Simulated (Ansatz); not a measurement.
The first iterations of a band of CH3NOS2 (8 atoms, charge 0, multiplicity 1).

Method: RKS r2SCAN/def2-mTZVP (Ansatz).

```
movable images  : 7
climbing image  : yes
spring          : 5.0 eV/Å²
optimiser       : quadratic models (default)
start path      : through a guess of the saddle point
force threshold : 0.2 eV/Å
iteration limit : 60
end points      : relaxed
```

Initial state:

```xyz
8
Properties=species:S:1:pos:R:3
N 0.166 0.527 0.912
C -0.061 -0.155 -0.306
O 0.016 -1.517 -0.136
S -1.395 0.553 -1.356
S 0.660 0.382 -1.914
H 1.107 0.336 1.251
H 0.047 1.529 0.798
H -0.449 -1.712 0.696
```

Final state:

```xyz
8
Properties=species:S:1:pos:R:3
N 0.666 0.687 0.795
C 0.059 -0.138 -0.151
O 0.084 -1.427 0.306
S -1.557 0.367 -1.050
S 0.407 0.217 -1.899
H 0.266 0.537 1.717
H 0.609 1.664 0.533
H -0.443 -1.964 -0.306
```

| iteration | highest image above the first end (eV) | largest band force component (eV/Å) |
| --- | --- | --- |
| 1 | 9.697 | 52.379 |
| 2 | 0.618 | 3.404 |
| 3 | 0.332 | 1.768 |

Does the band converge within its limit, and where does its top end?

It converged. It ended after 11 iterations with the highest image 0.082 eV above the first end. The threshold of 0.2 eV/Å is loose, so the images may lie well off the minimum-energy path. The profile has 2 maxima (images 2, 6) with wells between them (image 4): this band takes more than one step, which may be the mechanism or a detour left from its start path. Another band between the same ends (7 images) ends at a top of the same energy, where a vibrational analysis finds 1 clearly imaginary mode.

The run took 5.8 min on 2 threads of Arm Neoverse V1 (shared host), peak memory 0.17 GiB.
